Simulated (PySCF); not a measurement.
From a raw peak list to a structure

Formula C5H7N. The spectrum was simulated from the full spin Hamiltonian at 400 MHz with 1.0 Hz Lorentzian lines, from shifts rounded to 0.01 ppm and J to 0.1 Hz, couplings under 1 Hz left out.

```csv
region,integral (H),ppm,Hz,height
1,1,5.933,2373.1,3
1,,5.927,2370.9,6
1,,5.922,2368.8,4
1,,5.912,2364.8,10
1,,5.907,2362.7,19
1,,5.901,2360.5,14
1,,5.896,2358.5,9
1,,5.891,2356.5,14
1,,5.886,2354.3,20
1,,5.881,2352.3,21
1,,5.876,2350.2,23
1,,5.870,2348.1,15
1,,5.865,2346.1,8
1,,5.860,2344.1,15
1,,5.855,2342.0,23
1,,5.850,2339.8,12
1,,5.840,2335.8,4
1,,5.834,2333.7,8
1,,5.829,2331.6,4
2,1,5.567,2226.7,4
2,,5.560,2224.2,11
2,,5.554,2221.6,11
2,,5.547,2218.9,6
2,,5.545,2217.8,9
2,,5.538,2215.2,23
2,,5.532,2212.7,25
2,,5.525,2210.1,12
2,,5.523,2209.2,15
2,,5.516,2206.4,16
2,,5.514,2205.6,11
2,,5.509,2203.7,17
2,,5.507,2202.9,22
2,,5.501,2200.3,20
2,,5.494,2197.7,8
2,,5.492,2196.7,5
2,,5.485,2194.0,10
2,,5.479,2191.4,10
2,,5.472,2188.8,4
3,2,2.905,1162.0,54
3,,2.902,1161.0,69
3,,2.900,1159.9,69
3,,2.897,1158.8,55
3,,2.883,1153.2,53
3,,2.880,1152.0,69
3,,2.878,1151.0,68
3,,2.875,1149.9,53
4,3,1.776,710.6,57
4,,1.774,709.4,99
4,,1.770,708.2,100
4,,1.767,706.9,99
4,,1.764,705.7,58
4,,1.756,702.2,58
4,,1.753,701.2,98
4,,1.750,699.9,99
4,,1.747,698.6,97
4,,1.744,697.5,56
```

¹³C{¹H} NMR (computed): δ 138.4 (CH), 126.9 (CH), 121.9 (C), 16.4 (CH2), 15.0 (CH3).

- NMR shieldings at PBE0/pcSseg-1/GIAO
- J: B3LYP/pcJ-1 (spin–dipole term only in couplings to heteroatoms)
- geometry from PBE0-D3(BJ)/def2-SVP
- program: PySCF
- single conformer, non-relativistic, averaged over atoms made equivalent by symmetry, fast rotation or ring inversion, gas phase

References, each an isolated molecule treated in the same way: ¹H (σref 31.27), ¹³C (σref 184.41) against TMS.

Q: Analyse the multiplets.

A: ¹H NMR (400 MHz, computed): δ 5.88 (dqt, J = 12.4, 8.3, 2.2 Hz, 1H), 5.52 (dtq, J = 12.4, 8.9, 2.6 Hz, 1H), 2.89 (ddq, J = 8.9, 2.2, 1.2 Hz, 2H), 1.76 (ddt, J = 8.3, 2.6, 1.2 Hz, 3H). These are first-order names from the parameters used; overlap and second-order distortion can hide them in the list.

Q: What is the compound?

A: SMILES C/C=C\CC#N.

Structure with atom numbers: `[CH3:1]/[CH:2]=[CH:3]\[CH2:4][C:5]#[N:6]`. Hydrogens are named by the atom that carries them.

δ 5.88: H(C2), hydrogen on an alkene CH, coupled to H(C3) (12.4 Hz), H(C1) (8.3 Hz), H(C4) (2.2 Hz). δ 5.52: H(C3), hydrogen on an alkene CH, coupled to H(C2) (12.4 Hz), H(C4) (8.9 Hz), H(C1) (2.6 Hz). δ 2.89: H(C4), hydrogen on an allylic sp3 CH2, coupled to H(C3) (8.9 Hz), H(C2) (2.2 Hz), H(C1) (1.2 Hz). δ 1.76: H(C1), hydrogen on an allylic methyl carbon, coupled to H(C2) (8.3 Hz), H(C3) (2.6 Hz), H(C4) (1.2 Hz).

This is the structure that produced the data.

Splittings below 1 Hz are ignored in the labels, and close J values are merged. Unscaled 3J(H,H) at this level run about 10 % above measured values. Shifts are as computed. Against solution values, carbons near 30 ppm lie about +2 ppm off and those near 130 ppm about +5 ppm. Of 1211 compounds with measured shifts, 218 miss one by over three times the rms of a fit or turn the order of signals round; such compounds aren't used in these exercises. Couplings across =CH–CH2 type bonds come from one rotamer and its mirror image, and can be 1–2 Hz further off.
